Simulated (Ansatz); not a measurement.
`[OH][AlH][AlH2]` and `[OH][AlH][OH]` differ in one atom or group.

Ansatz, PBE0-D4/def2-TZVP geometries, multiplicity 1. Each molecule was computed in one conformer, which needn't be the lowest.

```tsv
property	`[OH][AlH][AlH2]`
ideal-gas entropy at 298 K and 1 bar (rigid rotor, harmonic PBE0-D4/def2-TZVP) / J/(mol·K)	323
size of the dipole moment (PBE/def2-TZVPP) / D	1.16
zero-point energy (PBE0-D4/def2-TZVP) / kJ/mol	88.1
LUMO energy (ωB97M-V/def2-TZVPP) / eV	-0.44
LUMO energy (PBE/def2-TZVPP) / eV	-2.85
LUMO energy (PBE0/def2-TZVPP) / eV	-2.08
```

**Question.** What does the change do to each property? (Estimate.)

**Answer.** Computed: 
| property | `[OH][AlH][OH]` | shift |
| --- | --- | --- |
| ideal-gas entropy at 298 K and 1 bar (rigid rotor, harmonic PBE0-D4/def2-TZVP) / J/(mol·K) | 279 | -44 |
| size of the dipole moment (PBE/def2-TZVPP) / D | 2.35 | 1.19 |
| zero-point energy (PBE0-D4/def2-TZVP) / kJ/mol | 89.3 | 1.2 |
| LUMO energy (ωB97M-V/def2-TZVPP) / eV | 1.39 | 1.83 |
| LUMO energy (PBE/def2-TZVPP) / eV | -0.96 | 1.89 |
| LUMO energy (PBE0/def2-TZVPP) / eV | -0.12 | 1.96 |

With PBE0 the HOMO falls by 2.15 eV and the LUMO rises by 1.96 eV, so the gap widens by about 4.11 eV. PBE moves the HOMO by -1.49 eV and ωB97M-V by -2.73 eV. The zero-point energy changes by 1.2 kJ/mol with -3 modes. Dipoles are sizes alone; their direction can turn.
